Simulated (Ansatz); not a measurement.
## One arrangement of a pair

The pair of HCl (SMILES Cl, atoms 1–2) and C₂H₆ (SMILES CC, atoms 3–10), both closed shells, in one local arrangement (a lower one may exist), relaxed at PBE0-D4/def2-TZVP:

```xyz
10
angstrom
Cl 0.0125 -0.4465 -3.1496
H 0.2557 -0.7246 -1.9225
C -0.3948 0.8155 0.6675
C 0.3255 -0.5195 0.5947
H -1.3156 0.7362 1.2494
H 0.2303 1.5763 1.1401
H -0.6644 1.1824 -0.3257
H 1.2566 -0.4431 0.0239
H -0.3018 -1.2900 0.1351
H 0.5959 -0.8867 1.5872
```

Ansatz 0.2.0; basis: def2-TZVPPD, with def2-QZVPPD for the basis limit; cores frozen in the correlated methods. B3LYP uses VWN-RPA correlation. Extrapolation: Hartree–Fock as exp(−7.88 √X), correlation as X^−2.97. Interaction energies count from these two fragments, frozen as in the pair, with the counterpoise correction; negative means bound.

What is the interaction energy by CCSD(T) at an estimated basis limit (MP2 extrapolated from triple and quadruple zeta, plus CCSD(T) − MP2 in triple zeta)? (To be estimated.)

The calculation gives: -1.46 kcal/mol. Hartree–Fock alone gives 0.74 kcal/mol at the basis limit, so without correlation the pair would not bind at this distance. It counts from the two fragments frozen as in the pair.

The same quantity by other methods in triple zeta, and each one's difference from that estimate:
| method | E_int (kcal/mol) | difference |
| --- | --- | --- |
| PBE-D4 | -1.70 | -0.24 |
| revPBE-D4 | -1.25 | 0.21 |
| BLYP-D4 | -1.16 | 0.30 |
| r2SCAN-D4 | -1.51 | -0.05 |
| B97M-V | -1.44 | 0.01 |
| PBE0-D4 | -1.54 | -0.08 |
| B3LYP-D4 | -1.29 | 0.16 |
| HSE06-D4 | -1.53 | -0.08 |
| wB97X-V | -1.36 | 0.10 |
| wB97M-V | -1.34 | 0.11 |
| B2PLYP | -0.58 | 0.88 |
| HF | 0.74 | 2.20 |
| MP2 | -1.37 | 0.09 |
| CCSD | -0.88 | 0.57 |
| CCSD(T) | -1.18 | 0.27 |
Differences are method less estimate.

Basis-set superposition shift (counterpoise-corrected less uncorrected): CCSD(T) 0.49; MP2 0.48; HF 0.05; PBE0-D4 0.08; wB97M-V 0.06 kcal/mol.

No T1 diagnostic of these runs exceeds 0.008.

For scale, one of the runs: CCSD(T)/def2-TZVPPD, 244 basis functions, launched by `ansatz run in.yaml --threads 4 --pin off --events-out ev --progress --plain --max-ram 9574MiB`. Hardware: 4 CPU threads of an Intel Xeon Platinum 8488C, shared host. Wall time 44 s; peak host memory 4.8 GiB.
